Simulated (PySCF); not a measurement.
CH3Cl, SMILES CCl. Geometry optimised at B3LYP-D3(BJ)/def2-TZVP.

Method: PySCF with B3LYP-D3(BJ)/def2-TZVP.

Harmonic wavenumbers (cm⁻¹): 713, 1026, 1026, 1381, 1484, 1484, 3073, 3168, 3168. Rotational constants (GHz): 157.4, 13.11, 13.11; symmetry number 3.

Work out the zero-point energy and the ideal-gas rigid-rotor harmonic-oscillator thermochemistry at 298.15 K and 1 atm.

ZPE = ½ Σ hcν = ½ × 16524 cm⁻¹ = 23.62 kcal/mol. H − E(el) = 26.11 kcal/mol. Entropy in cal/(mol K): translation 37.68, rotation 17.83, vibration 0.50, total 56.01. G − E(el) = 9.41 kcal/mol. Cp = 9.72 cal/(mol K).
